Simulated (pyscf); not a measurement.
Optimised with ωB97X-D3(BJ)/def2-SVPD in PySCF. MP2 and CC: frozen core, UHF for open shells. ΔMP2 is the change of the MP2 total energy from the triple- to the quadruple-zeta basis.

**Question.** For H₂C⁻–Br (SMILES [CH2-]Br) + HF (SMILES F) → H₃C–Br (SMILES CBr) + F⁻ (SMILES [F-]), a proton transfer (singlet surface; F–H broken, C–H formed), PBE/def2-TZVPD gives ΔE‡ = -15.3 kcal/mol and ΔE = -28.0 kcal/mol (zero: the separated reactants). In which direction and how far do r²SCAN/def2-TZVPD, ωB97M-D3(BJ)/def2-TZVPD, CCSD(T)/def2-TZVPPD + ΔMP2(QZVPPD) move these?

**Answer.** r²SCAN: ΔE‡ = -13.9 kcal/mol, ΔE = -25.9 kcal/mol; ωB97M-D3(BJ): ΔE‡ = -12.4 kcal/mol, ΔE = -26.9 kcal/mol; CCSD(T): ΔE‡ = -10.7 kcal/mol, ΔE = -23.9 kcal/mol. PBE's barrier lies under all of them, by 1.3 to 4.6 kcal/mol. Its reaction energy lies under all of them, by 1.1 to 4.0 kcal/mol. On the reactant side the descent ends in a bound adduct, 15.6 kcal/mol under the separated species and 2.5 kcal/mol under the saddle at ωB97X-D3(BJ)/def2-TZVPD. On the product side the descent ends in a bound adduct, 16.9 kcal/mol under the separated species and 33.5 kcal/mol under the saddle at ωB97X-D3(BJ)/def2-TZVPD. At PBE, r²SCAN, ωB97M-D3(BJ), CCSD(T) the saddle lies under the separated reactants, which points to a path from their complex (located at ωB97X-D3(BJ) alone). At ωB97X-D3(BJ) the barrier from the zero used here is -13.1 kcal/mol. This is the saddle that the search found; another between the same sides may lie lower. The angle at the transferred H is 175°. The CCSD(T) − MP2 part came from Ansatz, without density fitting, on the same reference. The frozen core leaves the outer d or s,p core shells of the metals and heavy elements correlated in the MP2 and CC values, and def2-TZVPP describes them poorly, which can shift differences by a few kcal/mol. Elements up to Kr have no core potential and no relativistic terms here.
